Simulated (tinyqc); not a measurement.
The basis set: RHF and MP2 along a ladder of basis sets, for CO, spin multiplicity 1. Computed by the program tinyqc with PySCF. Command: `OMP_NUM_THREADS=1 python tinyqc.py 114941 114942 out.jsonl`; one thread of a shared host (Intel(R) Xeon(R) Processor @ 2.60GHz), about 2 s.

Geometry (angstrom):

| atom | x | y | z |
|---|---|---|---|
| C | 0.0000 | 0.0000 | 0.0000 |
| O | 0.0000 | 0.0000 | 1.0030 |

Same geometry throughout; the dipole is taken about the origin.

RHF and frozen-core MP2 in a ladder of bases:

| basis | functions | E(RHF) (hartree) | E(MP2 corr) (hartree) | HOMO (eV) | LUMO (eV) | dipole (debye) |
|---|---|---|---|---|---|---|
| sto-3g | 10 | -111.147493 | -0.101708 | -12.3866 | 10.1469 | 0.4398 |
| 3-21g | 18 | -112.040371 | -0.187707 | -14.3403 | 6.0703 | 0.1150 |
| 6-31g | 18 | -112.613785 | -0.187273 | -14.5320 | 5.4748 | 0.0297 |
| 6-31g** | 28 | -112.693606 | -0.256462 | -14.4026 | 5.9456 | 0.2452 |
| cc-pvdz | 28 | -112.709742 | -0.265392 | -14.4317 | 5.6909 | 0.3551 |
| aug-cc-pvdz | 46 | -112.715423 | -0.277192 | -14.6096 | 2.1396 | 0.3238 |
| cc-pvtz | 60 | -112.746295 | -0.335766 | -14.5880 | 5.0143 | 0.3320 |

From cc-pVDZ to cc-pVTZ the RHF energy falls by 36.6 mhartree and the correlation energy by 70.4. If valence correlation converges as X^-3, (27 E(T) - 8 E(D))/19 gives -0.3654 hartree, a rough estimate from such small X that usually falls short; STO-3G holds about 28 % of it. Beyond STO-3G the LUMO moves by 3.9 eV and the HOMO by 0.3 eV; diffuse functions lower the positive LUMO sharply, since an unbound virtual level tracks the most diffuse function.
